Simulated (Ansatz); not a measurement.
input.yaml (Ansatz)

```yaml
crystal:
  lattice:
    - [3.7700454432, 0.0, 0.0]
    - [-1.8850227216, 3.2649551272, 0.0]
    - [0.0, 0.0, 6.2120096328]
  atoms:
    - { symbol: Tm, position: [0.3333333333, 0.6666666667, 0.25], spin: 1.271, spin_axis: [0, 0, 1] }
    - { symbol: Tm, position: [0.6666666667, 0.3333333333, 0.75], spin: -1.259, spin_axis: [0, 0, 1] }
hamiltonian:
  xc: rpbe
  pseudopotentials:
    kind: paw_fr
    azcp:
      Tm: "pseudopotentials/Tm.paw.azcp"
basis:
  ecutwfc: 420
  fft_grid_basis: typed
kpoints:
  mp_grid: { grid: [10, 10, 5], shift: [0, 0, 0] }
magnetization:
  noncollinear: true
  spin_orbit: true
scf:
  occupations: { method: fermi_dirac, width: 0.05 }
```

and its output:

```
band count auto-derived: 60 (N_el = 46.0; filled up to band 46; 56 by the electrons, moments and atoms)
Engine: ansatz 0.2.0, x86_64-unknown-linux-gnu
Pseudopotentials: kind: paw_fr
Pseudopotential: Tm, paw_fr, valence charge 23, recommended cutoff 420 eV (normal) 
Functional definition: RPBE
  parameter kappa = 0.804
  parameter beta = 0.06672455060314922
  exchange = rpbe_x(kappa = kappa, mu = beta*pi^2/3)
  correlation = pbe_c(beta = beta)
Crystal: 2 atoms, lattice volume = 76.464 Å³
Basis set: ecut = 420 eV, 1521 PW (Γ)
Bands: 60, of which v1, the nominal top of the filled ones, is band 46 counted from 1 (45 counted from 0)
Symmetry: 6 space group operations + 6 with time reversal
Magnetic group: BNS 187.213 (UNI 1443), of the structure as read, at distance tolerance 4.2e-5 Å
k-points: 66 of 500 (time reversal used)
Projection manifold: j_resolved (fully-relativistic pseudo-atomic orbitals)
Non-local potential: Tm, projectors of the file, l = 0: 3, l = 1: 4, l = 2: 4, l = 3: 6
PAW form: soft (Blöchl's): semilocal exchange-correlation on the pseudo side does not see the compensation charge
PAW frozen core: Tm, regenerated for the run's functional, and the local potential with it (the file was generated under x = pbe(κ = 0.804, μ = 0.2195149727645171), c = pbe(β = 0.06672455060314922))
PAW one-centre angular grid: Tm, 590 points (default); XC on its mesh's 2859 points in the sphere
Initial density: superposition of atomic densities (chi_scale 0.1, normalization cell)
Starting moments: Σ|m| = 2.53 μB on 2 of 2 sites
Initial wavefunctions: pseudopotential atomic-orbital guess
Functional: x = rpbe, c = pbe(β = 0.06672455060314922)
SCF iter   1: F=—  HF=-25877.232149 eV  |F-HF|=—  |Δ(HF+E_count)|=         —  Δρ=6.72e-2  dr2=1.18e-1  dr2_m=8.49e-1  ethr=3.10e-3  |M|=4.49e-3 ∫|m|=2.42e0 μB  |m|>n=0.0e0 m-floor=0.0e0 τ_xc=3.1e-48  β_m=0.30  ⟨swp⟩=7.6  Hψ=21134  notcnv=0  defer=13
Mixer restart at iter 1: flushing history
spin=Noncollinear: Kerker preconditioning applied to the charge; magnetization (m_x, m_y, m_z) channels mix plain (no charge-response kernel on spin).
SCF iter   2: F=—  HF=-25877.345840 eV  |F-HF|=—  |Δ(HF+E_count)|=   1.14e-1  Δρ=4.91e-2  dr2=6.98e-2  dr2_m=4.54e-1  ethr=2.57e-4  |M|=3.48e-3 ∫|m|=2.42e0 μB  |m|>n=0.0e0 m-floor=0.0e0 τ_xc=1.1e-19  β_m=0.65  ⟨swp⟩=3.1  Hψ=8227  notcnv=0  defer=188
SCF iter   3: F=—  HF=-25877.220358 eV  |F-HF|=—  |Δ(HF+E_count)|=   1.25e-1  Δρ=3.69e-3  dr2=1.15e-2  dr2_m=1.03e-3  ethr=1.52e-4  |M|=1.13e-3 ∫|m|=2.39e0 μB  |m|>n=0.0e0 m-floor=0.0e0 τ_xc=1.1e-19  β_m=0.54  ⟨swp⟩=4.6  Hψ=10521  notcnv=0  defer=190
...
SCF iter 390: F=—  HF=-25878.003888 eV  |F-HF|=—  |Δ(HF+E_count)|=   6.28e-3  Δρ=4.83e-4  dr2=1.26e-4  dr2_m=6.52e-5  ethr=8.36e-9  |M|=1.15e-2 ∫|m|=3.56e0 μB  |m|>n=0.0e0 m-floor=0.0e0 τ_xc=9.7e-17  β_m=0.32  ⟨swp⟩=4.2  Hψ=12957  notcnv=0  defer=190
SCF iter 391: F=—  HF=-25877.937944 eV  |F-HF|=—  |Δ(HF+E_count)|=   6.59e-2  Δρ=1.45e-3  dr2=1.88e-3  dr2_m=4.47e-4  ethr=8.36e-9  |M|=3.74e-3 ∫|m|=3.51e0 μB  |m|>n=0.0e0 m-floor=0.0e0 τ_xc=9.7e-17  β_m=0.34  ⟨swp⟩=6.3  Hψ=19133  notcnv=0  defer=190  recentre
SCF iter 392: F=—  HF=-25877.986272 eV  |F-HF|=—  |Δ(HF+E_count)|=   4.83e-2  Δρ=4.61e-4  dr2=1.15e-4  dr2_m=5.57e-5  ethr=8.36e-9  |M|=1.81e-3 ∫|m|=3.54e0 μB  |m|>n=0.0e0 m-floor=0.0e0 τ_xc=9.8e-17  β_m=0.11  ⟨swp⟩=6.1  Hψ=18521  notcnv=0  defer=190
SCF iter 393: F=—  HF=-25877.982021 eV  |F-HF|=—  |Δ(HF+E_count)|=   4.25e-3  Δρ=1.05e-3  dr2=7.28e-4  dr2_m=1.31e-4  ethr=8.36e-9  |M|=2.26e-2 ∫|m|=3.54e0 μB  |m|>n=0.0e0 m-floor=0.0e0 τ_xc=9.9e-17  β_m=0.19  ⟨swp⟩=5.5  Hψ=16523  notcnv=0  defer=190  recentre
SCF iter 394: F=—  HF=-25877.988595 eV  |F-HF|=—  |Δ(HF+E_count)|=   6.57e-3  Δρ=5.86e-4  dr2=2.97e-4  dr2_m=1.70e-4  ethr=8.36e-9  |M|=1.57e-2 ∫|m|=3.55e0 μB  |m|>n=0.0e0 m-floor=0.0e0 τ_xc=9.7e-17  β_m=0.37  ⟨swp⟩=6.3  Hψ=18084  notcnv=0  defer=190
SCF iter 395: F=—  HF=-25877.990425 eV  |F-HF|=—  |Δ(HF+E_count)|=   1.83e-3  Δρ=3.80e-4  dr2=7.19e-5  dr2_m=7.56e-5  ethr=8.36e-9  |M|=3.06e-3 ∫|m|=3.55e0 μB  |m|>n=0.0e0 m-floor=0.0e0 τ_xc=9.9e-17  β_m=0.69  ⟨swp⟩=6.3  Hψ=18882  notcnv=0  defer=190
SCF iter 396: F=—  HF=-25877.956467 eV  |F-HF|=—  |Δ(HF+E_count)|=   3.40e-2  Δρ=1.30e-3  dr2=8.70e-4  dr2_m=2.68e-4  ethr=8.36e-9  |M|=1.12e-2 ∫|m|=3.52e0 μB  |m|>n=0.0e0 m-floor=0.0e0 τ_xc=9.7e-17  β_m=0.24  ⟨swp⟩=6.1  Hψ=19059  notcnv=0  defer=190  recentre
SCF iter 397: F=—  HF=-25877.938658 eV  |F-HF|=—  |Δ(HF+E_count)|=   1.78e-2  Δρ=1.31e-3  dr2=9.48e-4  dr2_m=2.57e-4  ethr=8.36e-9  |M|=8.01e-3 ∫|m|=3.51e0 μB  |m|>n=0.0e0 m-floor=0.0e0 τ_xc=9.5e-17  β_m=0.45  ⟨swp⟩=5.8  Hψ=17124  notcnv=0  defer=190
SCF iter 398: F=—  HF=-25878.014618 eV  |F-HF|=—  |Δ(HF+E_count)|=   7.60e-2  Δρ=7.80e-4  dr2=3.70e-4  dr2_m=1.36e-4  ethr=8.36e-9  |M|=8.70e-3 ∫|m|=3.56e0 μB  |m|>n=0.0e0 m-floor=0.0e0 τ_xc=9.9e-17  β_m=0.37  ⟨swp⟩=13.4  Hψ=32850  notcnv=0
SCF iter 399: F=—  HF=-25877.998659 eV  |F-HF|=—  |Δ(HF+E_count)|=   1.60e-2  Δρ=5.76e-4  dr2=1.72e-4  dr2_m=7.00e-5  ethr=8.36e-9  |M|=2.29e-2 ∫|m|=3.55e0 μB  |m|>n=0.0e0 m-floor=0.0e0 τ_xc=9.9e-17  β_m=0.35  ⟨swp⟩=11.6  Hψ=30337  notcnv=0
SCF iter 400: F=—  HF=-25877.971885 eV  |F-HF|=—  |Δ(HF+E_count)|=   2.68e-2  Δρ=9.86e-4  dr2=8.81e-4  dr2_m=1.72e-4  ethr=8.36e-9  |M|=6.60e-3 ∫|m|=3.52e0 μB  |m|>n=0.0e0 m-floor=0.0e0 τ_xc=9.8e-17  β_m=0.17  ⟨swp⟩=11.0  Hψ=29300  notcnv=0  recentre
Error: did not converge after 400 iterations: dr2 = 8.81e-4 (threshold 1.00e-7), under the density mixer `msr1`, which `scf.mixing.algorithm: auto` chose by the deck's other keys (type `scf.mixing.algorithm: msr1` to keep it); raise `scf.max_iter`, which need not help a stalled SCF, or adjust the mixing (`scf.mixing`) or, under a smearing, its width (`scf.occupations.width`, in either direction: another width is another result); this SCF holds its density and magnetisation to the symmetry operations that it keeps, and cannot end on a state that breaks one of them: if the state sought breaks one, re-run with `crystal.symmetry.detect: false`, without `crystal.symmetry.time_reversal: true`, on a non-collinear deck whose state breaks time reversal, with `crystal.symmetry.time_reversal: false` beside it (there exact exchange or a DFT+U term alone can polarise the run; a magnetic state wants starting moments), where the deck allows it (that run may end on another state, and need not converge either); the iterations of this SCF solved its open shells (`scf.mixing.spin_hold`): under `scf.lower_state_search: off` none does, but the run then seeks no lower state either and can end higher; this SCF's setup event announced max_iter 300: the iterations of an SCF that was granted more for a minimisation of its free energy (`minimisation_begun`, or `minimisation_memory_short`) — the other mixer that `auto` picks from is left to try (`scf.mixing.algorithm: broyden`); it can need more iterations, either can converge an SCF that the other leaves open, and the two can end on different states; the input reference at `scf.mixing.algorithm` says more, and from which start to try it
```

No converged result was reached.

With an open f shell the SCF can settle in more than one state.
